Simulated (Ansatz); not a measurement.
A made-up structure of CH4AlSi, doublet:

```xyz
7
angstrom
C -0.8521 -0.3870 -0.4147
Al -0.0506 0.3208 1.0247
Si 0.8458 -0.3132 -1.1671
H -1.8306 -0.1142 -0.8029
H 1.7260 -0.4612 -2.2715
H -0.5353 1.5715 1.7399
H 0.6024 -0.5945 2.0475
```

It is relaxed with PBE-D4/def2-SVP and then PBE0-D4/def2-TZVP (Ansatz 0.2.0). Atoms count as bonded within 1.22 times the sum of their covalent radii (H–H: 0.88 Å). The end point is not checked to be a true minimum.

(1) Does its bonding change? (Judge from chemistry; the calculation decides.)

Results:

(1) By the calculation: Yes. Formed: none; broken: Al2–Si3.

Where it ends: The first stage lowers the energy by 1.44 eV in 11 steps. It ends as CH₄AlSi ([AlH2][CH][SiH]):
C1  (-0.344, 0.083, -0.493)
Al2  (-0.249, 0.376, 1.390)
Si3  (0.957, -0.739, -1.239)
H4  (-1.172, 0.407, -1.126)
H5  (1.066, -1.061, -2.706)
H6  (-1.394, 1.129, 2.191)
H7  (1.042, -0.173, 2.139)
(Å)

Labels in which every atom is bracketed show which atoms are joined, not bond orders.

For scale, one of the runs: PBE0-D4/def2-TZVP relaxation, 129 basis functions, launched by `ansatz run in.yaml --threads 2 --pin off --events-out ev --progress --plain --max-ram 4352MiB`. The run took about 30 s on 2 CPU threads of an Arm Neoverse V2 (shared host).
